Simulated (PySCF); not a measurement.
Converging SiO in the basis (CCSD(T))

PySCF, RHF reference; singlet, unpaired electrons none; De to Si + O without counterpoise correction. Frozen cores follow the default of each basis and core potential.

| basis | relativity | functions | Re (Å) | ωe (cm⁻¹) | De (eV) | frozen orbitals |
| --- | --- | --- | --- | --- | --- | --- |
| def2-SVP | no relativity | 32 | 1.537 | 1206 | 7.39 | 6 |
| 6-311G(d,p) | no relativity | 44 | 1.525 | 1227 | 7.47 | 6 |
| aug-cc-pV(D+d)Z/aug-cc-pVDZ | no relativity | 55 | 1.544 | 1155 | 7.48 | 6 |
| def2-TZVPP | no relativity | 73 | 1.521 | 1227 | 7.94 | 6 |
| def2-TZVPPD | no relativity | 88 | 1.523 | 1221 | 7.97 | 6 |

**Question.** How does each smaller set differ from the one with most functions, def2-TZVPPD?

**Answer.** def2-SVP: +1.4 pm, -1.2 % in ωe, -0.58 eV in De; 6-311G(d,p): +0.2 pm, +0.5 % in ωe, -0.50 eV in De; aug-cc-pV(D+d)Z/aug-cc-pVDZ: +2.1 pm, -5.4 % in ωe, -0.49 eV in De; def2-TZVPP: -0.2 pm, +0.5 % in ωe, -0.03 eV in De. All at CCSD(T); the set with most functions is neither the basis-set limit nor always the best.

Correlated steps freeze 6 core orbitals. Correlated levels converge slowly with the basis: in double zeta they bind strong bonds too weakly, by up to about 1 eV, and carry superposition errors of some tenths. Where the molecule has an RHF reference, its open-shell atoms are computed with UHF. The CCSD T1 diagnostic is raised in SiO, a sign that a single reference may not be enough there.
